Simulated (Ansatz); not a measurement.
# WCl⁺, singlet: from triple and quadruple zeta to the limit

```xyz
2

W     0.0000    0.0000    0.0000
Cl    0.0000    0.0000    2.2439
```

Ansatz 0.2.0, RHF determinant, valence electrons correlated, core potentials past Kr. Energies in eV.

| set | X | functions | Hartree–Fock | MP2 correlation | CCSD(T) correlation | time |
| --- | --- | --- | --- | --- | --- | --- |
| def2-TZVPP | 3 | 98 | -14300.4146 | -8.2597 | -9.6622 | 42 s on 1 × NVIDIA H100 80GB HBM3 with 1 thread of AMD EPYC 7R13 Processor (Zen 3), with other jobs on the host |
| def2-QZVPP | 4 | 151 | -14300.8109 | -8.9772 | -10.3553 | 27 s on 1 × NVIDIA H100 80GB HBM3 with 1 thread of AMD EPYC 7R13 Processor (Zen 3), with other jobs on the host |

Hartree–Fock is taken to follow E(X) = E∞ + A·exp(−7.88·√X), correlation E(X) = E∞ + B·X^−2.97.

Cautions: no spin-orbit coupling; outer-core shells of the metal frozen; higher spins were not checked; strong correlation; restricted determinant unstable towards unrestricted.

Q: Work out the CCSD(T) energy at the limit, and how far the shortcut misses it that extrapolates MP2 and adds CCSD(T) minus MP2 from the smaller set.

A: Hartree–Fock: E∞ = E4 + 0.1377·(E4 − E3) = -14300.8655. Correlation: E∞ = E4 + 0.7407·(E4 − E3) = -10.8687 for CCSD(T) and -9.5086 for MP2. The limit is -14311.7342 eV, 0.568 eV below def2-QZVPP. The shortcut gives a correlation energy of -9.5086 + (-1.4025) = -10.9111, 42 meV lower than the direct value.

Past Ne part of the Hartree–Fock step between the two sets comes from the cores, which don't follow the formula, so the 55 meV that it adds to the total can overshoot; that part largely cancels in differences.

The exponents were fitted on light atoms, and def2 sets of heavy atoms don't grow evenly, so the limit is rough here.
